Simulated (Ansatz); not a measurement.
A made-up structure of CH₃B₂, doublet:

| atom | x (Å) | y (Å) | z (Å) |
| --- | --- | --- | --- |
| B1 | -0.0402 | -2.3598 | 0.7873 |
| B2 | -0.0160 | -0.9149 | 0.3031 |
| C3 | 0.0084 | 0.5370 | -0.1755 |
| H4 | -0.7854 | 0.7232 | -0.9063 |
| H5 | 0.9614 | 0.7735 | -0.6600 |
| H6 | 0.4042 | 0.0811 | 0.6954 |

It is relaxed with PBE-D4/def2-SVP and then PBE0-D4/def2-TZVP (Ansatz 0.2.0). Atoms count as bonded within 1.22 times the sum of their covalent radii (H–H: 0.88 Å). The end point is not checked to be a true minimum.

Question: Does its bonding change? (Judge from chemistry; the calculation decides.)

Answer: The calculation gives: Yes. Formed: none; broken: B2–H6.

Where it ends: The first stage lowers the energy by 3.04 eV in 13 steps. It ends as CH₃B₂ ([B][B][CH3]):
```
6
angstrom
B -0.0347 -2.6130 0.5729
B 0.0392 -1.1313 0.2238
C 0.1164 0.3570 -0.1177
H -0.7648 0.6774 -0.6830
H 0.9963 0.5715 -0.7332
H 0.1800 0.9785 0.7811
```

Labels in which every atom is bracketed show which atoms are joined, not bond orders.

For scale, one of the runs: PBE0-D4/def2-TZVP relaxation, 111 basis functions, launched by `ansatz run in.yaml --threads 2 --pin off --events-out ev --progress --plain --max-ram 4352MiB`. Hardware: 2 CPU threads of an Arm Neoverse V2, shared host. Wall time about 120 s.
